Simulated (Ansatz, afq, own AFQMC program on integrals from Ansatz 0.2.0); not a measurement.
**Where AFQMC and coupled cluster stand for BCl$_{3}$, singlet**

```xyz
4

B     0.0000    0.0000    0.0000
Cl    1.7373    0.0131   -0.0001
Cl   -0.8800    1.4980   -0.0026
Cl   -0.8573   -1.5111    0.0027
```

Connectivity, by distances: Cl–B(–Cl)–Cl.

Basis cc-pVDZ. Only valence electrons are correlated. Ansatz 0.2.0 and our own AFQMC program on the same integrals; the CISD trial comes from CCSD amplitudes, and released means the phaseless constraint is let go. Error bars are statistical, one sigma.

Determinant: RHF, the one that the program's search chose, which needn't be the lowest solution. The geometry is a PBE0/def2-TZVP stationary point of this or a neighbouring charge and spin state.

No full CI on the walks' own integrals is used here; CCSDT(Q) serves as the reference and is uncertain by about the last step of the cluster series.

Cautions: the ph-AFQMC/CISD walk drifts between its halves (2.6 errors).

```
T1 diagnostic                               : 0.0116
weight of the determinant in the CISD state : 0.818
size of the correlated space                : 24 electrons in 52 orbitals
```

Reference: CCSDT(Q), correlation energy -14.550 eV. The released energy is read at 0.90 1/Eh (meV from the phaseless value at times in 1/Eh: -9 ± 5 at 0.21, -14 ± 5 at 0.42, -16 ± 6 at 0.63, -14 ± 6 at 0.90).

```tsv
level	E − E(reference) (kJ/mol)	share of correlation (%)
HF	1403.8	0.00
MP2	129.4	90.78
CCSD	40.6	97.11
CCSD(T)	4.7	99.66
CCSDT	2.8	99.80
ph-AFQMC/HF	0.9 ± 3.2	99.94
ph-AFQMC/CISD	0.6 ± 0.6	99.96
released AFQMC	-0.7 ± 0.6	100.05
```

A walk keeps the symmetry of its determinant, which the program's search chose and which needn't be the lowest solution, so a lower state of the same spin and another symmetry isn't excluded. Released energies are given only where the last usable release times agree within the noise; a slower fall can still hide under it.
